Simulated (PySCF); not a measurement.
## Ionisation energy of S by level of theory

S [Ne] 3s2 3p4 (3P) → S⁺ [Ne] 3s2 3p3 (4S), as a difference of total energies. Calculation: PySCF 2.14, in dyall-av3z (19s12p3d2f, 84 functions); the non-relativistic Hamiltonian (point nucleus). Correlated levels: valence: [Ne] frozen; virtual orbitals above 40 to 60 times the deepest correlated orbital energy dropped. The calculations carry no spin-orbit coupling.

```
           method  ionisation energy (eV)  error (eV)
              UHF                   9.232      -1.104
    MP2 (valence)                  10.000      -0.336
SCS-MP2 (valence)                  10.081      -0.255
   CCSD (valence)                  10.107      -0.229
CCSD(T) (valence)                  10.147      -0.189
```

Reference: 10.336 eV (measured; NIST levels, between the centres of gravity of the two terms).

Errors of the correlated levels include the incompleteness of this basis and the frozen core.
